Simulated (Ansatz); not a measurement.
# SiH2S2: one structure at several levels

The task here is to estimate one member of a computed series from the others.

The runs use Ansatz 0.2.0, Gaussian basis; single points in def2-TZVPP.

Correlated methods freeze the cores.

## Starting geometry

SMILES `S[Si]S`, 5 atoms, charge 0, spin multiplicity 1.

Atoms are counted from 1 here; the program's logs count them from 0.

Bond lengths: S1–Si2 2.174 Å, S1–H4 1.264 Å, Si2–S3 2.293 Å, S3–H5 1.261 Å. Angles: Si2–S1–H4 92.7°, S1–Si2–S3 97.0°, Si2–S3–H5 97.4°.

Coordinates:

```
S    -0.6374   -1.1002   -0.5159
Si   -0.7059    0.9567    0.1845
S     1.5144    1.1399    0.7262
H    -1.8425   -1.0738   -0.8972
H     1.8575   -0.0282    0.3986
```

The first run:

run/in.yaml reads:

```yaml
crystal:
  periodic: [false, false, false]
  atoms:
    - {symbol: S, position_ang: [-0.637400, -1.100200, -0.515900]}
    - {symbol: Si, position_ang: [-0.705900, 0.956700, 0.184500]}
    - {symbol: S, position_ang: [1.514400, 1.139900, 0.726200]}
    - {symbol: H, position_ang: [-1.842500, -1.073800, -0.897200]}
    - {symbol: H, position_ang: [1.857500, -0.028200, 0.398600]}
basis:
  gaussian: {orbitals: def2-TZVPP}
correlation: {method: ccsd_t}
output: {forces: true}
```

The command line of these runs was not kept.

Among the steps run: CCSD(T)/def2-TZVPP; PBE0-D4/def2-TZVPP; wB97M-V/def2-TZVPP; r2SCAN-D4/def2-TZVPP; PBE-D4/def2-TZVPP; r2SCANh-D4/def2-TZVPP; B97M-V/def2-TZVPP.

One of the session's tables, all rows but one given; the rest of the session is left out.

```
    method  RMS force component (eV/Å)  angle to CCSD(T) forces (°)  dipole (D)
   CCSD(T)                       1.442                    reference        1.53
   PBE0-D4                       1.504                          1.1        1.53
   wB97M-V                       1.454                          1.9        1.64
 r2SCAN-D4                           ?                            ?           ?
    PBE-D4                       1.574                          6.5        1.42
r2SCANh-D4                       1.467                          0.9        1.51
    B97M-V                       1.432                          1.2        1.50
```

**Question.** Estimate the row for r2SCAN-D4.

As computed: RMS force component (eV/Å): 1.482; angle to CCSD(T) forces (°): 1.7; dipole (D): 1.48. In the column «RMS force component (eV/Å)» it lies between r2SCANh-D4 (1.467) and PBE0-D4 (1.504).
